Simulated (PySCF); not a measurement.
## Molecular orbitals of NaMg⁺

PBE0 at R = 3.216 Å; PySCF, no relativity, basis sets Na cc-pVDZ, Mg cc-pVDZ. State: ¹Σ⁺ (singlet), closed shell. Only the outer orbitals are listed, counted within each symmetry.

| orbital | occ. | ε (eV) | on Na (%) | main shells (%) |
| --- | --- | --- | --- | --- |
| 1π | 2 | -55.78 | 0 | 100 Mg p |
| 1π | 2 | -55.78 | 0 | 100 Mg p |
| 5σ | 2 | -55.76 | 0 | 100 Mg p |
| 2π | 2 | -38.01 | 100 | 100 Na p |
| 2π | 2 | -38.01 | 100 | 100 Na p |
| 6σ | 2 | -37.99 | 100 | 100 Na p |
| 7σ | 2 | -10.15 | 18 | 81 Mg s, 11 Na s |
| 8σ | 0 | -6.17 | 60 | 60 Na s, 27 Mg p, 13 Mg s |
| 3π | 0 | -4.98 | 23 | 76 Mg p, 20 Na p |
| 3π | 0 | -4.98 | 23 | 76 Mg p, 20 Na p |

Question: Which are the highest filled and the lowest empty level, where do they sit, and how wide is the gap?

Answer: Highest filled 7σ at -10.15 eV (in %: 81 Mg s, 11 Na s); lowest empty 8σ at -6.17 eV (in %: 60 Na s, 27 Mg p, 13 Mg s); the gap at PBE0 is 3.98 eV.

| Quantity | Value |
| --- | --- |
| bond order (Mayer) | 0.59 |
| ⟨S²⟩ | 0.000 |
| charge on Na (Mulliken, basis-dependent) | 0.64 |
| charge on Na (Löwdin, basis-dependent) | 0.49 |
| dipole moment (positive dipole points towards Mg; it is taken about the centre of mass and depends on that origin) | -2.84 D |
| polarisability along the bond | 93.6 bohr³ |
| polarisability across the bond | 60.9 bohr³ |

Closed-shell solutions of metal pairs were not tested for spin polarisation, which can lower them a little.
